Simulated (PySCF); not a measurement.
C3H6NO (doublet state).
Z-matrix (Å and degrees, GFN2-xTB geometry), rows numbered from 1:
```
C 
C   1  1.4662
N   2  1.4537  1  112.20
C   3  1.3432  2  121.72  1  -128.06
O   4  1.2060  3  124.99  2    -2.02
H   1  1.0706  2  120.55  3  -151.86
H   1  1.0722  2  120.14  3    33.08
H   2  1.0986  1  110.79  3   123.55
H   2  1.1058  1  112.40  3  -117.07
H   3  1.0075  2  117.53  1    47.60
H   4  1.1060  3  112.18  2   178.48
```

The hyperfine couplings belong to this conformer and change with its torsions.

The species is `[CH2]CNC=O` [radical].

Method used: UKS B3LYP, pcH-1 on C H N O, non-relativistic, mean-field spin-orbit, GIAO in PySCF. The structure is a single GFN2-xTB conformer in the gas phase; no vibrational or solvent corrections. The geometry wasn't refined by DFT: couplings that depend on bond lengths, twists or pyramidal angles can differ widely from those at the functional's own minimum. Stability of the SCF solution: not tested.

Problem. The isotropic 13C couplings are +88.0, -34.9, -2.0 MHz. Assign them to C1; C2; C4.

Solution. 
```tsv
site	a_iso (MHz)	ρ(0) (bohr⁻³)	position	distance from C1 (Å)	spin population	largest |T| (MHz)
C1	+88.0	+0.0783	largest spin population	0.00	+1.07	160.4
C2	-34.9	-0.0311	1 bond from C1	1.47	-0.08	3.3
C4	-2.0	-0.0018	3 bonds from C1	3.53	0.00	0.8
```

Problem. Match the computed a_iso(1H) values +108.9, -62.3, +4.9, -0.9 MHz (means over equivalent nuclei) with the sites H6/H7; H8/H9; H10; H11.

Solution. 
```tsv
site	a_iso (MHz)	ρ(0) (bohr⁻³)	position	distance from C1 (Å)	bound to	spin population there	largest |T| (MHz)
H6/H7	-62.3	-0.0139	α, 1 bond from C1	1.07	C1	+1.07	39.1
H8/H9	+108.9	+0.0244	β, 2 bonds from C1	2.13	C2	-0.08	9.2
H10	-0.9	-0.0002	γ, 3 bonds from C1	2.67	N3	+0.01	7.5
H11	+4.9	+0.0011	4 bonds from C1	4.33	C4	0.00	1.9
```

ρ(0) is the spin density at the nucleus and T the dipolar tensor; entries for several nuclei are means. Largest spin populations (Mulliken): C1 (+1.07) and C2 (-0.08). No atom but C1 exceeds +0.15. The positive populations add up to 1.18 and the negative ones to -0.18, together 2S = 1. The angles at C1 add up to 359.8°, so it is planar; its axial dipolar tensor and the negative couplings of its protons fit spin in a p orbital normal to that plane.

Class means assume fast exchange of nuclei equivalent by connectivity; if that motion is slow, each nucleus keeps its own coupling. The 1H value of +108.9 MHz is a mean of couplings from 50.9 to 166.9 MHz in this one geometry, not an average over conformers.
